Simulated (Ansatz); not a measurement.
# One shape, several levels: BSiH5 (boranylsilane)

Aim: a comparison of 6 runs (HF/STO-3G, HSE06/STO-3G, PBE/STO-3G, r2SCAN0/STO-3G, wB97X/STO-3G, CCSDT(Q)/STO-3G) of BSiH5 (boranylsilane). 

Program for the calculation: Ansatz 0.2.0.

47 further runs of the same task are left out: 47 set aside as unsound or not needed.

**1. The system as given**

The species is BSiH5 (7 atoms), meant as a singlet with charge 0. SMILES: `B[SiH3]`. The H4–B1 distance was set to 2.390 Å, away from the relaxed value. At this shape a bond of the SMILES string is far longer than usual.

Bond lengths: B1–Si2 2.010 Å, B1–H3 1.196 Å, Si2–H5 1.492 Å, Si2–H6 1.492 Å, Si2–H7 1.487 Å. Angles: B1–Si2–H5 108.8°, B1–Si2–H6 108.8°, B1–Si2–H7 115.1°, Si2–B1–H3 118.9°, H5–Si2–H6 107.3°, H5–Si2–H7 108.3°, H6–Si2–H7 108.3°.

**2. The energy at HF/STO-3G (run 1)**

The input, run.yaml:

```yaml
crystal:
  periodic: [false, false, false]
  atoms:
    - {symbol: B, position_ang: [-0.992810, -0.475492, 0.073199]}
    - {symbol: Si, position_ang: [-0.860510, 1.498808, -0.279601]}
    - {symbol: H, position_ang: [-2.075610, -0.977092, 0.158999]}
    - {symbol: H, position_ang: [0.906400, -1.902500, 0.335400]}
    - {symbol: H, position_ang: [-1.565610, 1.806908, -1.558301]}
    - {symbol: H, position_ang: [-1.573210, 2.230208, 0.808499]}
    - {symbol: H, position_ang: [0.524890, 2.032308, -0.370601]}
basis:
  gaussian:
    orbitals: STO-3G
hamiltonian:
  xc: hf
accuracy: high
```

Run with:

```
$ ansatz run run.yaml --threads 1 --pin off --max-ram 2610MiB --events-out events.jsonl --progress --plain --runs-dir runs
```

Output:

```text
Warning: RAYON_NUM_THREADS=1 ignored (pool sized by the plan → 1); use --threads N
Functional definition: HF
  name "HF"
  exchange = exact_x
  correlation = 0
334 factors; integrals over basis functions are off by at most 1.5e-8 eV
mean field evaluation 1: about -8501.6054 eV, gradient 2.1e1 eV
mean field evaluation 2: about -8501.6015 eV, gradient 2.1e1 eV
mean field evaluation 4: about -8505.4388 eV, gradient 2.2e0 eV
mean field evaluation 8: about -8505.4710 eV, gradient 5.7e-2 eV
mean field -8505.47102636 eV, -312.5702950035 hartree, gradient 5.5e-9 eV, S^2 0.000000; 0 other end points of the search recorded, 0 dependent functions left out
reference -8505.47102636 eV, -312.5702950035 hartree; 12, 12 occupied and 7, 7 virtual orbitals, 334 factors
Total energy: -8505.47102636 eV, -312.5702950035 hartree
```

Run time: 0.08 s. Hardware: 1 thread of Arm Neoverse V2, shared host.

**3. The energy at HSE06/STO-3G (run 2)**

The input, input.yaml:

```yaml
crystal:
  periodic: [false, false, false]
  atoms:
    - {symbol: B, position_ang: [-0.992810, -0.475492, 0.073199]}
    - {symbol: Si, position_ang: [-0.860510, 1.498808, -0.279601]}
    - {symbol: H, position_ang: [-2.075610, -0.977092, 0.158999]}
    - {symbol: H, position_ang: [0.906400, -1.902500, 0.335400]}
    - {symbol: H, position_ang: [-1.565610, 1.806908, -1.558301]}
    - {symbol: H, position_ang: [-1.573210, 2.230208, 0.808499]}
    - {symbol: H, position_ang: [0.524890, 2.032308, -0.370601]}
basis:
  gaussian: {orbitals: STO-3G}
hamiltonian: {xc: {name: HSE06}}
accuracy: high
total_charge: 0
```

Run with:

```
$ ansatz run input.yaml --threads 1 --pin off --max-ram 2610MiB --events-out events.jsonl --progress --plain --runs-dir runs
```

Output:

```text
Warning: RAYON_NUM_THREADS=1 ignored (pool sized by the plan → 1); use --threads N
Functional definition: HSE06
  name "HSE06"
  parameter a = 0.25
  parameter omega = 0.11/bohr
  exchange = pbe_x - a*pbe_x_sr(omega) + a*exact_x_sr(omega)
  correlation = pbe_c
334 factors; integrals over basis functions are off by at most 1.5e-8 eV
66 factors; integrals over basis functions are off by at most 1.4e-9 eV
mean field evaluation 1: about -8520.3619 eV, gradient 2.3e1 eV
mean field evaluation 2: about -8512.1443 eV, gradient 3.3e1 eV
mean field evaluation 4: about -8523.4430 eV, gradient 7.1e0 eV
mean field evaluation 8: about -8523.6991 eV, gradient 5.6e-2 eV
mean field evaluation 16: about -8523.6065 eV, gradient 5.1e-7 eV
mean field -8523.60648149 eV, -313.2367606867 hartree, gradient 3.2e-8 eV, S^2 0.000000; 0 other end points of the search recorded, 0 dependent functions left out
reference -8523.60648362 eV, -313.2367607650 hartree; 12, 12 occupied and 7, 7 virtual orbitals, 334 factors
Total energy: -8523.60648362 eV, -313.2367607650 hartree
```

Run time: 1.3 s. Hardware: 1 thread of Arm Neoverse V2, shared host; peak memory 0.1 GiB.

Runs 3 to 5 aren't shown in full; the table further down has their settings and results.

**4. The energy at CCSDT(Q)/STO-3G (run 6)**

The input, in.yaml:

```yaml
basis:
  gaussian:
    orbitals: STO-3G
crystal:
  periodic: [false, false, false]
  atoms:
    - {symbol: B, position_ang: [-0.992810, -0.475492, 0.073199]}
    - {symbol: Si, position_ang: [-0.860510, 1.498808, -0.279601]}
    - {symbol: H, position_ang: [-2.075610, -0.977092, 0.158999]}
    - {symbol: H, position_ang: [0.906400, -1.902500, 0.335400]}
    - {symbol: H, position_ang: [-1.565610, 1.806908, -1.558301]}
    - {symbol: H, position_ang: [-1.573210, 2.230208, 0.808499]}
    - {symbol: H, position_ang: [0.524890, 2.032308, -0.370601]}
total_charge: 0
correlation:
  method: ccsdt_q
  frozen_orbitals: {B: 1, H: 0, Si: 5}
accuracy: high
scf:
  omitted_lower_state_checks: [cluster_reference, increment]
```

Run with:

```
$ ansatz run in.yaml --threads 1 --pin off --max-ram 2610MiB --events-out events.jsonl --progress --plain --runs-dir runs
```

Output:

```text
Warning: RAYON_NUM_THREADS=1 ignored (pool sized by the plan → 1); use --threads N
[... 11 lines left out ...]
6 core orbitals not correlated: weight in the atoms' cores, before any rotation towards them, 1.000 or more for the frozen orbitals, at most 0.000 for the correlated occupied ones
[... 32 lines left out ...]
WARN: these amplitudes may be one of several solutions (largest doubles amplitude 0.49, level shift 5.43 eV)
Total energy: -8511.10754175 eV, -312.7774331234 hartree
Checks for a lower state left out: cluster_reference, increment
```

Run time: 0.28 s. Hardware: 1 thread of Arm Neoverse V2, shared host.

**5. Overview of the runs**

| run | level | frozen core orbitals | energy (Eh) | wall time |
| --- | --- | --- | --- | --- |
| 1 | HF/STO-3G | – | -312.570295 | 0.08 s |
| 2 | HSE06/STO-3G | – | -313.236761 | 1.3 s |
| 3 | PBE/STO-3G | – | -313.207015 | 1.1 s |
| 4 | r2SCAN0/STO-3G | – | -313.359097 | 2.6 s |
| 5 | wB97X/STO-3G | – | -313.386160 | 5.1 s |
| 6 | CCSDT(Q)/STO-3G | 6 | -312.777433 | 0.28 s |

**6. Summary of results**

```
                                          quantity          value
                               run 6: total energy  -312.77743 Eh
run 6: correlation energy (6 core orbitals frozen)     -207.1 mEh
                              run 6: T1 diagnostic          0.021
```

What this shows: Totals of different functionals can't be ranked against each other. In run 6 the log says that unrestricted orbitals would lower the reference, so the values rest on an unstable closed-shell determinant (other closed-shell runs at this shape may share the fault). In runs 1, 2, 3, 4, 5, 6 the basis is minimal, so the values are rough. All runs together took 11 s, the longest 5.1 s.
